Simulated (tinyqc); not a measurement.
Pariser-Parr-Pople SCF with singles CI, for the molecule c1cc[nH]c1 (SMILES; centres numbered as the heavy atoms are written), step by step. One step of it, computed by the program tinyqc.

Task: Iteration 3: orbitals and new P. Diagonalise F (the basis is taken as orthonormal) and form P = 2 sum c c over the lowest orbitals.

F (eV), lower triangle:
```
,1C,2C,3C,4N,5C
1C,-6.611476
2C,-4.186474,-6.611329
3C,0.202395,-4.636863,-7.285486
4N,0.542616,0.542427,-3.901200,-12.658381
5C,-4.636261,0.202350,0.848970,-3.901471,-7.285914
```

pi electrons, sum of z_r less the charge = 6

Give: orbital energies; P after iteration 3.

Result:

orbital energies (eV): -16.456  -12.130  -10.898  -1.307  0.339

P after iteration 3, lower triangle:
```
,1C,2C,3C,4N,5C
1C,1.076
2C,0.585,1.076
3C,-0.098,0.763,1.101
4N,-0.245,-0.245,0.481,1.646
5C,0.763,-0.098,-0.408,0.481,1.101
```
